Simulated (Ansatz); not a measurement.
# Pulling the pair apart

The pair of OH⁻ (SMILES [OH-], atoms 1–2) and C₂H₄ (SMILES C=C, atoms 3–8), both closed shells, in one local arrangement (a lower one may exist), relaxed at PBE0-D4/def2-TZVPD:

```
8
angstrom
O 0.6085 -0.5207 -2.3351
H -0.0506 -1.0556 -2.7882
C 0.3958 0.3792 0.4178
C -0.5816 0.1455 1.2876
H 0.4036 -0.0072 -0.6375
H 1.2461 0.9828 0.7413
H -0.5746 0.5275 2.3083
H -1.4472 -0.4514 1.0058
```

C₂H₄ is shifted rigidly along the line between the mean atom positions of the two fragments (negative: closer). Counterpoise interaction energies in kJ/mol. Program: Ansatz 0.2.0. Basis: def2-TZVPPD. Cores are frozen in the correlated methods. B3LYP uses VWN-RPA correlation.

| shift (Å) | PBE-D4 | r2SCAN-D4 | B3LYP-D4 |
| --- | --- | --- | --- |
| -0.18 | -45.2 | -44.5 | -41.6 |
| -0.09 | -48.3 | -47.3 | -45.2 |
| 0.00 | -49.3 | -48.2 | -46.6 |
| 0.09 | -48.9 | -47.7 | -46.6 |
| 0.21 | -47.0 | -45.6 | -45.0 |
| 0.45 | -41.2 | -39.7 | -39.5 |
| 0.89 | -29.7 | -27.8 | -28.1 |
| 1.79 | -15.5 | -13.3 | -14.0 |

Task: What does CCSD(T) give at these shifts? (To be estimated.)

Result: By the calculation: -33.9, -38.3, -40.5, -41.1, -40.2, -35.8, -25.7, -12.4 kJ/mol. For zero shift, CCSD(T) at an estimated basis limit (MP2 extrapolated from triple and quadruple zeta, plus CCSD(T) − MP2 in triple zeta) gives -43.7 kJ/mol. These are counterpoise interaction energies, counted from the two frozen fragments.

T1 diagnostic: at most 0.018.

For scale, one of the runs: CCSD(T)/def2-TZVPPD, 199 basis functions, launched by `ansatz run in.yaml --threads 2 --pin off --events-out ev --progress --plain --max-ram 5222MiB`. Hardware: 2 CPU threads, shared host. Wall time 64 s; peak host memory 2.5 GiB.
